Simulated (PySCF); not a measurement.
# H6Si2: the cost of one run

Method: levels as typed in each script, gas phase, geometry from GFN2-xTB; program: PySCF 2.14.0.

**1. The system as given**

8 atoms, charge 0, spin multiplicity 1.

Bond lengths: Si1–Si2 2.305 Å, Si1–H3 1.465 Å, Si1–H4 1.469 Å, Si1–H5 1.465 Å, Si2–H6 1.465 Å, Si2–H7 1.465 Å, Si2–H8 1.465 Å. Angles: Si2–Si1–H3 112.6°, Si2–Si1–H4 112.3°, Si2–Si1–H5 112.6°, H3–Si1–H4 106.5°, H3–Si1–H5 106.2°, H4–Si1–H5 106.3°, Si1–Si2–H6 112.6°, Si1–Si2–H7 112.6°, Si1–Si2–H8 112.6°, H6–Si2–H7 106.2°, H6–Si2–H8 106.2°, H7–Si2–H8 106.2°.

Coordinates:

| atom | x (Å) | y (Å) | z (Å) |
| --- | --- | --- | --- |
| Si1 | -1.15275 | 0.00032 | -0.00015 |
| Si2 | 1.15247 | 0.00009 | 0.00005 |
| H3 | -1.71471 | 0.93015 | -0.98325 |
| H4 | -1.71027 | -1.32251 | -0.31237 |
| H5 | -1.71496 | 0.38672 | 1.29666 |
| H6 | 1.71471 | 1.31697 | 0.31083 |
| H7 | 1.71468 | -0.38949 | -1.29580 |
| H8 | 1.71443 | -0.92765 | 0.98535 |

**2. Localised orbitals (PBE0/6-31g*)**

Contents of input.py:

```python
import numpy as np
from pyscf import gto, scf, dft, lo
from pyscf.data.elements import chemcore

def solve(mol, dm0=None, hcore=None):
    mf = (dft.UKS if mol.spin else dft.RKS)(mol, xc='pbe0')
    mf.grids.level = 3
    mf = mf.density_fit(auxbasis='def2-universal-jkfit')
    mf.conv_tol, mf.max_cycle = 1e-8, 80
    if hcore is not None:
        mf.get_hcore = lambda *args: hcore
    mf.kernel(dm0)
    if not mf.converged:
        mf = mf.newton().run(mf.mo_coeff, mf.mo_occ, max_cycle=30)
    assert mf.converged, 'SCF not converged'
    return mf

mol = gto.M(atom='''
Si    -1.15275     0.00032    -0.00015
Si     1.15247     0.00009     0.00005
H     -1.71471     0.93015    -0.98325
H     -1.71027    -1.32251    -0.31237
H     -1.71496     0.38672     1.29666
H      1.71471     1.31697     0.31083
H      1.71468    -0.38949    -1.29580
H      1.71443    -0.92765     0.98535
''', basis='6-31g*', charge=0, spin=0, verbose=4)
mf = solve(mol)
occ_all = mf.mo_coeff[:, mf.mo_occ > 0]
occ = occ_all[:, chemcore(mol):]
pm = lo.PM(mol, occ, pop_method='meta_lowdin')
loc = pm.kernel()
for _ in range(5):
    new, stable = pm.stability_jacobi(return_status=True)
    if stable:
        break
    loc = pm.kernel(new)
fock, s = mf.get_fock(), mf.get_ovlp()
ortho = lo.orth_ao(mol, 'meta_lowdin')
labels = mol.ao_labels(fmt=None)
vir = loc[:, :0]
both = np.hstack([loc, vir])
p = (ortho.T @ s @ both) ** 2
pop = np.array([p[[l[0] == a for l in labels]].sum(0) for a in range(mol.natm)])
spd = np.array([[p[[l[0] == a and l[2][-1] == k for l in labels]].sum(0) for k in 'spd'] for a in range(mol.natm)])
eps = np.einsum('pi,pq,qi->i', both, fock, both)
for i in np.argsort(eps):
    top = np.argsort(-pop[:, i])[:3]
    print('%3d %s %9.4f Eh ' % (i + 1, 'occ' if i < loc.shape[1] else 'vir', eps[i]), '  '.join('%s%d %.3f' % (mol.atom_symbol(a), a + 1, pop[a, i]) for a in top))
np.savez('result.npz', c=both, nocc=loc.shape[1], pop=pop, spd=spd, eps=eps, e=mf.e_tot)
```

On the command line:

```sh
OMP_NUM_THREADS=1 python input.py
```

What time and memory should one allow on 1 thread of Arm Neoverse V1, shared host?

About 3.3 s, with a peak of 0.26 GiB.
